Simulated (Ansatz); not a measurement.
`N=C1CC1F` at its PBE0-D4/def2-TZVP geometry, where that method's forces vanish. Total charge 0; spin multiplicity 1.

| atom | x (Å) | y (Å) | z (Å) |
| --- | --- | --- | --- |
| N1 | -1.352 | 0.918 | 0.995 |
| C2 | -0.481 | 0.257 | 0.385 |
| C3 | 0.775 | -0.478 | 0.525 |
| C4 | 0.150 | -0.225 | -0.845 |
| F5 | 0.749 | 0.658 | -1.688 |
| H6 | -2.016 | 1.327 | 0.334 |
| H7 | 0.800 | -1.502 | 0.887 |
| H8 | 1.644 | 0.121 | 0.783 |
| H9 | -0.268 | -1.076 | -1.376 |

(1) For each bond, give half the difference of the two atoms' forces along it (eV/Å; positive pushes the atoms apart) under PBE-D4, r2SCAN-D4, B3LYP-D4, ωB97M-V in def2-TZVPP. (An estimate is asked.)

Results:

(1) The calculation gave: 
```tsv
bond	length (Å)	PBE-D4	r2SCAN-D4	B3LYP-D4	ωB97M-V
N1–C2	1.252	0.60	0.29	0.07	-0.05
N1–H6	1.022	0.22	0.01	-0.05	-0.08
C2–C3	1.462	-0.05	-0.01	0.13	0.25
C2–C4	1.464	-0.19	-0.14	0.01	0.12
C3–C4	1.526	0.12	0.11	0.18	0.23
C3–H7	1.086	0.04	-0.05	-0.12	-0.16
C3–H8	1.087	0.06	-0.06	-0.12	-0.15
C4–F5	1.361	0.52	0.35	0.38	0.24
C4–H9	1.086	0.00	-0.14	-0.21	-0.23
```

B3LYP here is the variant with VWN-RPA as its local correlation; programs differ in this.

Computed with Ansatz.
